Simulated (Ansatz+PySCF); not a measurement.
The numbers below are computed, except where a source is named.
A run of PySCF 2.14.0 on singlet P2 at this shape:

```xyz
2

P     0.0000    0.0000   -0.9455
P     0.0000    0.0000    0.9455
```

Its results:

```yaml
Converged: yes
Reference_energy: -681.24544 hartree
CCSD_correlation_energy: -0.24196 hartree
Triples_correction: -0.01414 hartree
Total_energy: -681.50154 hartree
```

Q: Which input gives this output? Name the method, the orbitals and the basis set, and write the input.

A: RHF-CCSD(T) in def2-SVP. An unrestricted run that stays on the closed shell gives the same numbers.

```python
from pyscf import gto, scf, cc

mol = gto.M(atom="""
P 0.000000 0.000000 -0.945500
P 0.000000 0.000000 0.945500
""", basis='def2-svp', charge=0, spin=0)
mf = scf.RHF(mol)
mf.kernel()
mycc = cc.CCSD(mf, frozen=10).run()
et = mycc.ccsd_t()
print(mf.e_tot, mycc.e_corr, et, mycc.e_tot + et)
```
